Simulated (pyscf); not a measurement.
## Insertion: O=Sn: [singlet] + water (H₂O) -> O=SnH–OH

Gas phase, singlet surface, charge 0. Bonds broken: O3–H4. Bonds formed: Sn1–O3, Sn1–H4. PySCF, gas phase, ωB97X-D3(BJ)/def2-SVP geometries. Correlated levels are frozen-core, on RHF or UHF. ΔMP2 is the change of the MP2 total energy from the triple- to the quadruple-zeta basis.

Transition state (Å):

```xyz
5

Sn     0.1670     1.4745    -0.1710
O      1.7425     2.3881    -0.1882
O      0.0219    -0.6200    -0.0450
H     -1.1658     0.3418     0.0625
H      0.4352    -1.4071     0.3444
```

One imaginary mode, 1395i cm⁻¹; descent along it reached the two sides named, in the forms told below.

```tsv
bond	change	reactant side (Å)	saddle	product side
O3–H4	breaks	0.966	1.532	2.8
Sn1–O3	forms	2.485	2.103	1.970
Sn1–H4	forms	3.1	1.765	1.695
```

Electronic energies relative to the separated reactants (kJ/mol):

| level | barrier | reaction energy | reverse barrier |
|---|---|---|---|
| ωB97X-D3(BJ)/def2-TZVP | 228.1 | +62.3 | 165.8 |
| PBE/def2-TZVP | 195.9 | +79.6 | 116.3 |
| r²SCAN/def2-TZVP | 202.1 | +68.3 | 133.8 |
| B3LYP-D3(BJ)/def2-TZVP | 226.7 | +87.6 | 139.1 |
| PBE0-D3(BJ)/def2-TZVP | 217.8 | +74.0 | 143.7 |
| M06-2X/def2-TZVP | 222.2 | +59.0 | 163.2 |
| ωB97M-D3(BJ)/def2-TZVP | 239.1 | +83.1 | 156.0 |
| HF/def2-TZVP | 305.1 | +83.2 | 221.9 |
| MP2/def2-QZVPP | 250.3 | +107.5 | 142.8 |
| CCSD/def2-TZVPP | 261.3 | +89.7 | 171.6 |
| CCSD(T)/def2-TZVPP | 248.4 | +91.7 | 156.7 |
| CCSD(T)/def2-TZVPP + ΔMP2(QZVPP) | 243.4 | +91.3 | 152.0 |

With CCSD(T)/def2-TZVPP + ΔMP2(QZVPP) energies and thermal terms (ideal gas, 1 atm, RRHO with modes under 100 cm⁻¹ raised to 100, one conformer, R ln 2 for rigid chiral ones), in kJ/mol:

```json
[
 {"T (K)": "298", "ΔH‡": "228.4", "ΔG‡": "264.2", "ΔH": "+83.7", "ΔG": "+121.1"},
 {"T (K)": "600", "ΔH‡": "230.0", "ΔG‡": "299.9", "ΔH": "+86.4", "ΔG": "+158.1"},
 {"T (K)": "900", "ΔH‡": "232.7", "ΔG‡": "334.3", "ΔH": "+90.9", "ΔG": "+193.0"},
 {"T (K)": "1200", "ΔH‡": "235.7", "ΔG‡": "367.8", "ΔH": "+95.9", "ΔG": "+226.2"}
]
```

On the reactant side the descent ends in an adduct with a O–Sn contact, 58.0 kJ/mol under the separated species and 286.0 kJ/mol under the saddle at ωB97X-D3(BJ)/def2-TZVP. What is counted as formed (O–Sn) is already present as a longer contact in the reactant adduct; forming that adduct is a step of its own. The same reactants have a lower exit, to HO–Sn:–OH [singlet] (barrier -42.3 kJ/mol at ωB97M-D3(BJ), against +239.1 kJ/mol here). O=SnH–OH lies 275.0 kJ/mol over its isomer HO–Sn:–OH [singlet], and others may lie lower still (electronic energy, ωB97M-D3(BJ)). This is the saddle that the search found; another between the same sides may lie lower. The CCSD(T) − MP2 part came from Ansatz, without density fitting, on the same reference. The largest closed-shell T1 diagnostic is 0.033, which may signal static correlation. The frozen core leaves the outer d or s,p core shells of the metals and heavy elements correlated in the MP2 and CC values, and def2-TZVPP describes them poorly, which can shift differences by a few kcal/mol. Elements past Kr carry the def2 core potentials, without spin-orbit coupling.
